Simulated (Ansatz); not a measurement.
Te3As2 (C2/m, No. 12), treated with G0W0@PBEsol in Ansatz (plane waves, hard PAW, contour deformation).

The cell has the measured lattice parameters. Conventional cell: a = 14.3370 Å, b = 4.0150 Å, c = 9.8870 Å, α = 90.00°, β = 95.06°, γ = 90.00°.

The quasiparticle gap at Γ at a fixed k mesh 2×2×1:

```tsv
response cutoff	value (eV)
75 eV, 768 empty bands	1.871
100 eV, 1182 empty bands	1.862
125 eV, 1653 empty bands	1.854
150 eV, 2172 empty bands	1.850
```

### Question
Taking the value to converge with the response cutoff E as E^(−3/2), extrapolate from the last two rows.

### Answer
With y = y∞ + c/w and weights w = 1398 and 1837 for the last two rows, y∞ = (w2 y2 − w1 y1)/(w2 − w1) = (1837 × 1.850 − 1398 × 1.854)/439 = 1.837 eV, which lies 0.013 beyond the last row. Successive pairs of rows give 1.845, 1.834, 1.837. The limit also hangs on the law assumed, so its last digits aren't firm.

The other settings are not extrapolated, so this is the limit in one setting alone.

At the last cutoff the smallest gap on this mesh is 1.14 eV, with an edge away from Γ.

Spin–orbit coupling is not included; with these elements it can move the gap by several tenths of an eV or more.

Ansatz is a program for electronic structure.
